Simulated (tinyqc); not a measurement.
Inside a calculation. Method: Hueckel theory of the pi electrons, for the molecule C=CC=CC=C (SMILES; centres numbered as the heavy atoms are written). One step of it, computed by the program tinyqc.

Task: Orbitals. Diagonalise; E = alpha + x beta with beta < 0, so the largest x are filled first; degenerate levels share their electrons. P = sum n_i c_ri c_si; each orbital has its largest coefficient positive (the first on a tie).

Hueckel matrix in units of beta (H = alpha + beta A):
```
,1C,2C,3C,4C,5C,6C
1C,0.000000,1.000000,0.000000,0.000000,0.000000,0.000000
2C,1.000000,0.000000,1.000000,0.000000,0.000000,0.000000
3C,0.000000,1.000000,0.000000,1.000000,0.000000,0.000000
4C,0.000000,0.000000,1.000000,0.000000,1.000000,0.000000
5C,0.000000,0.000000,0.000000,1.000000,0.000000,1.000000
6C,0.000000,0.000000,0.000000,0.000000,1.000000,0.000000
```

pi electrons, sum of z_r less the charge = 6

Give: x values; occupations; coefficients; charge and bond-order matrix P.

Result:

x values: 1.802  1.247  0.445  -0.445  -1.247  -1.802

occupations: 2.000  2.000  2.000  0.000  0.000  0.000

coefficients:
```
,MO1,MO2,MO3,MO4,MO5,MO6
1C,0.232,0.418,0.521,0.521,-0.418,0.232
2C,0.418,0.521,0.232,-0.232,0.521,-0.418
3C,0.521,0.232,-0.418,-0.418,-0.232,0.521
4C,0.521,-0.232,-0.418,0.418,-0.232,-0.521
5C,0.418,-0.521,0.232,0.232,0.521,0.418
6C,0.232,-0.418,0.521,-0.521,-0.418,-0.232
```

charge and bond-order matrix P:
```
,1C,2C,3C,4C,5C,6C
1C,1.000,0.871,0.000,-0.388,0.000,0.301
2C,0.871,1.000,0.483,0.000,-0.086,0.000
3C,0.000,0.483,1.000,0.785,0.000,-0.388
4C,-0.388,0.000,0.785,1.000,0.483,0.000
5C,0.000,-0.086,0.000,0.483,1.000,0.871
6C,0.301,0.000,-0.388,0.000,0.871,1.000
```
